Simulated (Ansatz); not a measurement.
The inner images of a band of BFH2 + H2S (7 atoms, charge 0, multiplicity 1) are given out of order.

All numbers below come from Ansatz, RKS B3LYP/def2-SVP.

Image 0:

```xyz
7
Properties=species:S:1:pos:R:3
B 0.024 0.284 -0.058
H 0.009 0.688 1.080
H 1.017 0.258 -0.743
F -1.153 0.094 -0.660
S 0.415 -2.302 0.792
H -0.687 -2.708 0.120
H -0.273 -2.152 1.947
```

Image 6:

```xyz
7
Properties=species:S:1:pos:R:3
B 0.107 -0.444 -1.050
H -0.186 -0.432 3.655
H 1.020 0.326 -1.206
F -1.081 -0.172 -1.570
S 0.394 -1.952 -0.107
H -0.865 -2.443 -0.209
H -0.038 -0.721 2.966
```

Put them in order from the first end to the last, with their energies above the first end.
A.
```xyz
7
Properties=species:S:1:pos:R:3
B 0.012 -0.238 0.055
H -0.202 0.085 1.321
H 1.070 0.256 -0.240
F -1.109 -0.045 -0.668
S 0.436 -2.258 0.330
H -0.857 -2.658 0.404
H 0.001 -0.980 1.276
```
B.
```xyz
7
Properties=species:S:1:pos:R:3
B 0.117 -0.578 -0.530
H -0.331 0.194 2.412
H 1.056 0.169 -0.615
F -1.118 -0.097 -0.576
S 0.432 -2.342 -0.344
H -0.865 -2.727 -0.265
H 0.061 -0.457 2.397
```
C.
```xyz
7
Properties=species:S:1:pos:R:3
B 0.092 -0.500 -0.780
H -0.192 -0.078 3.157
H 1.010 0.276 -0.844
F -1.134 -0.097 -1.081
S 0.422 -2.196 -0.272
H -0.857 -2.636 -0.350
H 0.010 -0.607 2.648
```
D.
```xyz
7
Properties=species:S:1:pos:R:3
B -0.022 0.167 -0.006
H -0.262 0.360 1.166
H 1.081 0.311 -0.467
F -1.065 0.063 -0.829
S 0.391 -2.401 0.553
H -0.923 -2.686 0.408
H 0.152 -1.651 1.652
```
E.
```xyz
7
Properties=species:S:1:pos:R:3
B 0.113 -0.542 -0.317
H -0.245 0.149 1.802
H 1.057 0.203 -0.370
F -1.105 -0.081 -0.572
S 0.427 -2.312 -0.020
H -0.865 -2.670 0.176
H -0.031 -0.584 1.779
```

D (+0.11 eV), A (+0.90 eV), E (-0.21 eV), B (-0.47 eV), C (-0.48 eV).

Run time: 3.1 min on 1 thread of Intel(R) Xeon(R) Platinum 8259CL CPU @ 2.50GHz (Skylake/Cascade Lake), with other jobs on the host, peak memory 0.14 GiB.
